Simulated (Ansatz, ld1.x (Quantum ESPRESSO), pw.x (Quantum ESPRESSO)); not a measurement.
# Which C potential is closest to all-electron in the fcc crystal?

All use PBEsol, scalar-relativistic, no spin, cutoffs from each file’s atomic test, pw.x 7.5; 18³ k-points, Fermi–Dirac smearing 0.01 Ry. Δ is the rms difference from all-electron LAPW of the E(V) curves that follow from fits to the pressures, over ±6 % in volume. Mesh and smearing are coarse and serve the comparison alone. The files are a selection: those with a ghost or negative overlap were mostly not run, and those with noisy or unconverged pressures or nearly equal Δ are left out.

All-electron: a0 = 3.037 Å (V0 = 7.00 Å³/atom), B0 = 172.8 GPa.

Rank them by Δ, smallest first.
A. norm-conserving RRKJ (Kleinman–Bylander form), ld1.x (Quantum ESPRESSO) 7.5, PBEsol; core [He], reference 2s2 2p2; waves: 2p (bound): rc 2.70 bohr; 3d channel at 0.4 Ry: rc 2.65 bohr; 2s (bound): rc 1.15 bohr; local part: the s channel; core correction: Bessel-smoothed model core inside 0.60 bohr; rho0 0.01.
B. norm-conserving RRKJ (Kleinman–Bylander form), ld1.x (Quantum ESPRESSO) 7.5, PBEsol; core [He], reference 2s2 2p2; waves: 2p (bound): rc 1.85 bohr; 3d channel at 0.45 Ry: rc 1.50 bohr; 2s (bound): rc 0.90 bohr; local part: the s channel; core correction: Bessel-smoothed model core inside 0.70 bohr.
C. norm-conserving Troullier–Martins (Kleinman–Bylander form), ld1.x (Quantum ESPRESSO) 7.5, PBEsol; core [He], reference 2s1.75 2p2.25; waves: 2p (bound): rc 3.15 bohr; 3d channel at 0.1 Ry: rc 2.55 bohr; 2s (bound): rc 1.15 bohr; local part: the s channel; core correction: none.

B (1.2 meV/atom), A (4.5 meV/atom), C (7.4 meV/atom).
